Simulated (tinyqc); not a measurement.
Starting guesses with plain Roothaan steps: SCF starting guesses in the sto-3g basis, for LiH+, spin multiplicity 2. Computed by the program tinyqc with PySCF. UHF with one setting changed at a time; a run stops when the energy changes by less than 1e-09 hartree and the error matrix is below 1e-5. Starts: the lowest orbitals of the core Hamiltonian, of the Wolfsberg-Helmholz matrix (K = 1.75), projected atomic densities, random orbitals, and the highest orbitals of the core Hamiltonian (a deliberately bad start).

Geometry (angstrom):
```
atom,x,y,z
Li,0.0000,0.0000,0.0000
H,0.0000,0.0000,1.7740
```

lowest solution found by these runs and by PySCF with stability checks = -7.620272 hartree

Largest element of the error matrix X^T (FDS - SDF) X:
```
iteration,core,Wolfsberg-Helmholz,atomic densities,random,highest core orbitals
1,1.2e-01,1.1e-01,7.1e-02,8.8e-01,7.9e-02
2,3.0e-02,3.6e-02,7.5e-02,1.6e-01,1.1e-01
3,1.2e-02,1.2e-02,3.0e-02,7.6e-02,2.7e-02
4,4.7e-03,4.3e-03,1.1e-02,2.8e-02,7.4e-03
5,1.8e-03,1.5e-03,4.3e-03,1.0e-02,2.0e-03
6,7.3e-04,5.5e-04,1.7e-03,3.8e-03,5.3e-04
8,1.1e-04,8.5e-05,2.5e-04,5.4e-04,5.9e-05
10,1.7e-05,1.3e-05,3.7e-05,8.0e-05,7.3e-06
```

How each run ends:
```
run,iterations,E (hartree),state
core,11,-7.620272,lowest found
Wolfsberg-Helmholz,11,-7.620272,lowest found
atomic densities,12,-7.620272,lowest found
random,13,-7.620272,lowest found
highest core orbitals,11,-7.620272,lowest found
```

What does the comparison show, and why?

5 of 5 runs reach the lowest solution found, in 11 to 13 iterations (fastest: core, Wolfsberg-Helmholz, highest core orbitals). The first errors are 1e-01, 1e-01, 7e-02, 9e-01, 8e-02.
